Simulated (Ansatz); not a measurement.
**Worked example: correlation energy of HB–NH, triplet**

Geometry: displaced at random from a stationary point.

```xyz
4

B     0.0008   -0.1165    0.7826
N    -0.0001   -0.0310   -0.6004
H     0.0479    1.0071    1.2856
H    -0.0549    0.6732   -1.3368
```

Basis cc-pVDZ; Ansatz 0.2.0. Correlated methods freeze the noble-gas cores, which leaves 10 electrons in 36 orbitals. Prefix R: restricted or restricted open-shell reference; prefix U: unrestricted.

Full CI isn't at hand for all of this; UCCSDT(Q) serves as the reference, and is uncertain by about the last step of the cluster series.

Runs differ by some tens of microhartree through their thresholds and, for an open shell, their frozen cores, so steps under 0.03 kcal/mol mean nothing.

```
    level  total energy (hartree)
      UHF              -80.193391
     UMP2              -80.390851
    UCCSD              -80.420406
 UCCSD(T)              -80.427083
   UCCSDT              -80.428470
UCCSDT(Q)              -80.428976
```

Question: What is the correlation energy at UCCSDT(Q), and what share of it do UMP2 and UCCSD(T) recover?

Answer: E(corr) = -80.428976 − (-80.193391) = -0.235585 hartree = -6.411 eV. UMP2: -0.197460 / -0.235585 = 83.82 %. UCCSD(T): -0.233692 / -0.235585 = 99.20 %.

Question: By how many kcal/mol does UCCSD(T) miss UCCSDT(Q) (1 hartree = 627.509 kcal/mol), and which steps make up the rest?

Answer: -80.427083 − (-80.428976) = 0.001893 hartree = 1.19 kcal/mol. Steps: UCCSDT − UCCSD(T) = -0.87, UCCSDT(Q) − UCCSDT = -0.32 kcal/mol. Differences between like states or geometries often cancel part of this.
